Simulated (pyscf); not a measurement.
Structures and frequencies: ωB97X-D3(BJ)/def2-SVP in PySCF. MP2 and CC: frozen core, UHF for open shells. ΔMP2 is the change of the MP2 total energy from the triple- to the quadruple-zeta basis.

Q: Estimate by transition-state theory (the high-pressure limit) the rate constant of water (H₂O) + O=B–OH → boric acid (HO–B(OH)–OH) (singlet surface; H–O broken, B–O, H–O formed) at 600 K, with CCSD(T)/def2-TZVPP + ΔMP2(QZVPP) energies (ideal gas, 1 atm, RRHO with modes under 100 cm⁻¹ raised to 100, one conformer, R ln 2 for chiral ones without a mode under 150 cm⁻¹; no tunnelling).

A: The electronic barrier is 4.1 kcal/mol and the thermal terms add +20.9, so ΔG‡ = 25.1 kcal/mol. With k_BT/h = 1.25e+13 s⁻¹ and RT = 1.192 kcal/mol, and a volume of 8.18e-20 cm³ per molecule at 1 atm, k = 7.6e-16 cm³ molecule⁻¹ s⁻¹. The product is born with the 58 kcal/mol of the reverse barrier and needs collisions to keep. Wigner's tunnelling factor for 1214i cm⁻¹ would be 1.35. A shift of 1 kcal/mol in the barrier changes k by a factor 2.3. On the reactant side the descent ends in an adduct with a B–O contact, 6.5 kcal/mol under the separated species and 8.1 kcal/mol under the saddle at ωB97X-D3(BJ)/def2-TZVP. What is counted as formed (B–O) is already present as a longer contact in the reactant adduct; forming that adduct is a step of its own. At ωB97X-D3(BJ) the barrier from the zero used here is 1.6 kcal/mol. One saddle was located; it need not be the lowest between these sides. The CCSD(T) − MP2 part came from Ansatz, without density fitting, on the same reference.
